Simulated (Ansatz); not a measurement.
A structure relaxed at PBE-D4/def2-TZVP in Ansatz, charge 0, singlet:

Cartesian coordinates in Å:
```
B 0.156 0.532 0.123
C 0.913 -0.637 0.829
C -1.007 0.320 -0.898
H 1.879 -0.732 0.292
H 0.422 -1.620 0.768
H 1.194 -0.422 1.871
H -1.938 0.572 -0.349
H -1.125 -0.707 -1.272
H -0.985 1.025 -1.743
H 0.491 1.668 0.379
```

Task: Give its formula, name or SMILES and point group.

Result: BMe2H (C₂H₇B). Point group C2 (tolerance 0.1 Å).

Task: Summarise the bond lengths by kind (pairs closer than 1.2 times the sum of covalent radii, bridged metal pairs left out).

Result: 2 × B–C 1.56 Å; 6 × C–H 1.10 to 1.11 Å; 1 × B–H 1.21 Å.
